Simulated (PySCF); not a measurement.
C2H6S, charge +1, multiplicity 2. Atoms are numbered in the order given.

```xyz
9

C      1.3865     0.0000    -0.4785
S      0.0000     0.0000     0.6210
C     -1.3865     0.0000    -0.4785
H      1.3376     0.8927    -1.1105
H      2.2938     0.0000     0.1243
H      1.3376    -0.8927    -1.1105
H     -1.3376     0.8927    -1.1105
H     -2.2938     0.0000     0.1243
H     -1.3376    -0.8927    -1.1105
```
Charge +1, spin multiplicity 2.

Geometry optimised at ωB97X-D3(BJ)/def2-TZVP. The multiplicity is an assumed one; other spin states were not compared.

Calculation: PBE/def2-TZVPD (PySCF).

Mulliken values depend strongly on the basis, most of all with diffuse functions as here. ESP charges are fitted to the potential on shells at 1.4 to 2.0 van der Waals radii. Atomic charges (e):

| atom | ESP fit | meta-Löwdin | Mulliken | Mulliken spin |
|---|---|---|---|---|
| C1 | -0.46 | (withheld) | -0.52 | -0.05 |
| S2 | 0.47 | (withheld) | 0.36 | 0.91 |
| C3 | -0.46 | (withheld) | -0.52 | -0.05 |
| H4 | 0.24 | (withheld) | 0.29 | 0.05 |
| H5 | 0.25 | (withheld) | 0.26 | 0.00 |
| H6 | 0.24 | (withheld) | 0.29 | 0.05 |
| H7 | 0.24 | (withheld) | 0.29 | 0.05 |
| H8 | 0.25 | (withheld) | 0.26 | 0.00 |
| H9 | 0.24 | (withheld) | 0.29 | 0.05 |

Problem. Some entries are withheld; supply them. (An estimate is asked for; the answer gives what the named calculation found.)

Solution. 
- C1, meta-Löwdin: -0.43
- S2, meta-Löwdin: 0.71
- C3, meta-Löwdin: -0.43
- H4, meta-Löwdin: 0.19
- H5, meta-Löwdin: 0.19
- H6, meta-Löwdin: 0.19
- H7, meta-Löwdin: 0.19
- H8, meta-Löwdin: 0.19
- H9, meta-Löwdin: 0.19
